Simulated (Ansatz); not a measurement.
Relativity in Nb

```
Nb
1.0
    -1.65491    1.65491    1.65491
     1.65491   -1.65491    1.65491
     1.65491    1.65491   -1.65491
Nb
1
Direct
  0.00000 0.00000 0.00000
```

The cell was built from the bcc type and relaxed in the same program, and has space group Im-3m; it needn't be a known or the stable phase.

Spin polarisation is left out, and whether a magnetic state lies lower isn't shown here.

One fixed cell is solved with PBE by LAPW (all electrons) in Ansatz 0.2.0 under different relativistic treatments. Pressure is positive in compression.

The runs use a Γ-centred 16×16×16 k mesh, Fermi–Dirac smearing of 0.08 eV, basis error target 1 meV/atom, no spin polarisation.

```tsv
setting	P (GPa)
scalar-relativistic	-0.01
non-relativistic	0.57
with spin–orbit coupling	0.02
scalar-relativistic, point nuclei	-0.01
```
